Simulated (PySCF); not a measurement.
Propionyl chloride, C3H5ClO.
Structure used (PBE0-D3(BJ)/def2-SVP), in Å, numbered top down from 1:
```
atom  x, y, z in Å
C1    -0.4430    0.2295    0.5241
C2     0.7551    1.1555    0.4552
C3     2.0491    0.4653    0.7743
O4     2.2090   -0.6735    1.0489
Cl5    3.4433    1.5951    0.6972
H6    -1.3632    0.7756    0.2731
H7    -0.5581   -0.1959    1.5312
H8    -0.3368   -0.6094   -0.1783
H9     0.6683    2.0083    1.1492
H10    0.8769    1.6126   -0.5414
```

Linear response at PBE0/def2-SVPD (PySCF, frozen core in the response, non-relativistic). Geometry: PBE0-D3(BJ)/def2-SVP, one conformer, isolated molecule.

Static isotropic polarisability: 55.44 au (8.22 Å³), principal values 42.6, 53.5, 70.2 au.

Problem. What is the polarisability at 1064 nm and at the sodium D line?

Solution. 55.86 au at 1064 nm (+0.7 %), 56.83 au at 589.3 nm (+2.5 %). The rise at 589.3 nm is 3.35 times that at 1064 nm; a pure ω² law gives 3.26. The lowest singlet lies at 235 nm, shorter than both wavelengths.

Problem. What is the isotropic C6 coefficient between two such molecules, C6 = (3/π)∫α(iω)² dω?

Solution. 1325 au (Eh·bohr⁶) by a ten-point quadrature over imaginary frequencies, which is 792 eV·Å⁶ or 76.4 J·nm⁶/mol.

Problem. Which effective excitation energy ω̄ makes London's formula C6 = (3/4)α²ω̄ exact here?

Solution. ω̄ = 4·C6/(3α²) = 0.575 Eh = 15.6 eV. A one-pole form α(ω) = α/(1 − ω²/ω̄²) fitted to the 1064 nm value gives 13.5 eV.

Problem. The lowest 6 singlets have (eV, f): 5.27, 0.000; 6.45, 0.000; 6.87, 0.010; 7.88, 0.081; 8.01, 0.006; 8.11, 0.001. What share of the static polarisability do they carry in the sum over states α = Σ f/ω²?

Solution. 1.21 au, 2.2 % of α; the largest term, 0.97 au, is that of the state at 7.88 eV. Their oscillator strengths add up to 0.10. Higher states carry the rest.

Problem. How many electrons N does the Slater–Kirkwood formula C6 = (3/4)·√N·α^(3/2) need to give this C6?

Solution. N = (4·C6/3)²/α³ = 18.3; the species has 48 electrons in all.

Problem. What three-body coefficient follows from the one-pole estimate C9 = (3/4)·α·C6?

Solution. 55100 au. This is an estimate from the two numbers above, not a computed integral.

Problem. What does −C6/R⁶ come to at R = 12 Å between centres?

Solution. -26 J/mol. This is the leading, orientation-averaged term; C8 and higher terms are left out.
